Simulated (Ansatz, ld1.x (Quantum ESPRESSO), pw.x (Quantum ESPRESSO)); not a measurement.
## pw.x on fcc Ni: one setting changed

Potential: PAW, ld1.x (Quantum ESPRESSO) 7.5, PBE; core [Ne], reference 3s2 3p6 3d8 4s2 4p0; waves: 3s (bound): rcut 1.00, rcutus 1.20 bohr; 4s (bound): rcut 1.00, rcutus 1.20 bohr; 3p (bound): rcut 1.10, rcutus 1.20 bohr; 4p (bound, empty): rcut 1.10, rcutus 1.20 bohr; 3d (bound): rcut 1.70, rcutus 1.90 bohr; 3d channel at 1.15 Ry: rcut 1.70, rcutus 1.90 bohr; local part: all-electron potential smoothed inside 1.85 bohr (lloc = -1); core correction: Bessel-smoothed model core inside 0.95 bohr; augmentation: BESSEL, radius 0.95 bohr.

The reference run (k-mesh 16³, cutoffs 135/900 Ry, Fermi–Dirac 0.01 Ry, mixing_beta 0.4, conv_thr 1e-9, no spin) gives 0.70 GPa at 10.905 Å³/atom, where all-electron LAPW gives -0.50 GPa. This run, with its own iteration cap, changes nspin = 2 with starting_magnetization to -0.3.

```
&control
  calculation='scf', prefix='x', pseudo_dir='./', outdir='./tmp', tstress=.true., disk_io='none'
/
&system
  ibrav=0, nat=1, ntyp=1, ecutwfc=135, ecutrho=900, nbnd=17,
  occupations='smearing', smearing='fd', degauss=0.01, nspin=2, starting_magnetization(1)=-0.3
/
&electrons
  conv_thr=1e-09, mixing_beta=0.4, electron_maxstep=60
/
ATOMIC_SPECIES
Ni 1.0 Ni.UPF
CELL_PARAMETERS angstrom
  0.00000000 1.76007791 1.76007791
  1.76007791 0.00000000 1.76007791
  1.76007791 1.76007791 0.00000000
ATOMIC_POSITIONS crystal
Ni 0.0000 0.0000 0.0000
K_POINTS automatic
16 16 16 0 0 0
```

```bash
pw.x < Ni.scf.in > Ni.scf.out
```

How does the run end?

It converges in 12 iterations; the free energy moves by -25.2 meV/atom and the pressure by +0.83 GPa.

```
Message from routine setup:
     using ibrav=0 with symmetry is DISCOURAGED, use correct ibrav instead
     lattice parameter (alat)  =       4.7038  a.u.
     unit-cell volume          =      73.5906 (a.u.)^3
     number of electrons       =        18.00
     number of Kohn-Sham states=           17
     kinetic-energy cutoff     =     135.0000  Ry
     charge density cutoff     =     900.0000  Ry
     scf convergence threshold =      1.0E-09
     Exchange-correlation= SLA  PW   PBX  PBC
     atomic species   magnetization
     number of k points=   145  Fermi-Dirac smearing, width (Ry)=  0.0100
     iteration #  1     ecut=   135.00 Ry     beta= 0.40
     total energy              =    -428.99950327 Ry
     estimated scf accuracy    <       0.63544921 Ry
     total magnetization       =    -1.55 Bohr mag/cell
     absolute magnetization    =     1.67 Bohr mag/cell
     iteration #  2     ecut=   135.00 Ry     beta= 0.40
     total energy              =    -429.07953956 Ry
     estimated scf accuracy    <       0.44277536 Ry
     total magnetization       =    -1.13 Bohr mag/cell
     absolute magnetization    =     1.30 Bohr mag/cell
     iteration #  3     ecut=   135.00 Ry     beta= 0.40
     total energy              =    -429.14653727 Ry
     estimated scf accuracy    <       0.17653481 Ry
     total magnetization       =    -1.13 Bohr mag/cell
     absolute magnetization    =     1.31 Bohr mag/cell
     iteration #  4     ecut=   135.00 Ry     beta= 0.40
     total energy              =    -429.16660763 Ry
     estimated scf accuracy    <       0.00820606 Ry
     total magnetization       =    -0.63 Bohr mag/cell
     absolute magnetization    =     0.81 Bohr mag/cell
     iteration #  5     ecut=   135.00 Ry     beta= 0.40
     total energy              =    -429.16838212 Ry
     estimated scf accuracy    <       0.00238527 Ry
     total magnetization       =    -0.55 Bohr mag/cell
     absolute magnetization    =     0.71 Bohr mag/cell
     iteration #  6     ecut=   135.00 Ry     beta= 0.40
     total energy              =    -429.16861185 Ry
     estimated scf accuracy    <       0.00008964 Ry
     total magnetization       =    -0.58 Bohr mag/cell
     absolute magnetization    =     0.69 Bohr mag/cell
     iteration #  7     ecut=   135.00 Ry     beta= 0.40
     total energy              =    -429.16864801 Ry
     estimated scf accuracy    <       0.00000712 Ry
     total magnetization       =    -0.60 Bohr mag/cell
     absolute magnetization    =     0.71 Bohr mag/cell
     iteration #  8     ecut=   135.00 Ry     beta= 0.40
     total energy              =    -429.16865299 Ry
     estimated scf accuracy    <       0.00000206 Ry
     total magnetization       =    -0.60 Bohr mag/cell
     absolute magnetization    =     0.71 Bohr mag/cell
     iteration #  9     ecut=   135.00 Ry     beta= 0.40
     total energy              =    -429.16865421 Ry
     estimated scf accuracy    <       0.00000009 Ry
     total magnetization       =    -0.60 Bohr mag/cell
     absolute magnetization    =     0.71 Bohr mag/cell
     iteration # 10     ecut=   135.00 Ry     beta= 0.40
     total energy              =    -429.16865437 Ry
     estimated scf accuracy    <       0.00000003 Ry
     total magnetization       =    -0.60 Bohr mag/cell
     absolute magnetization    =     0.71 Bohr mag/cell
     iteration # 11     ecut=   135.00 Ry     beta= 0.40
     total energy              =    -429.16865443 Ry
     estimated scf accuracy    <          4.2E-09 Ry
     total magnetization       =    -0.60 Bohr mag/cell
     absolute magnetization    =     0.71 Bohr mag/cell
     iteration # 12     ecut=   135.00 Ry     beta= 0.40
     the Fermi energy is    16.6321 ev
!    total energy              =    -429.16865446 Ry
     estimated scf accuracy    <          9.2E-10 Ry
     smearing contrib. (-TS)   =      -0.00703585 Ry
     total magnetization       =    -0.60 Bohr mag/cell
     absolute magnetization    =     0.71 Bohr mag/cell
     convergence has been achieved in  12 iterations
          total   stress  (Ry/bohr**3)                   (kbar)     P=       15.38
     Message from routine punch:
     Nothing written, as per user request (disk_io='none')
```

The run took about 3.7 min on one core of a shared server CPU.
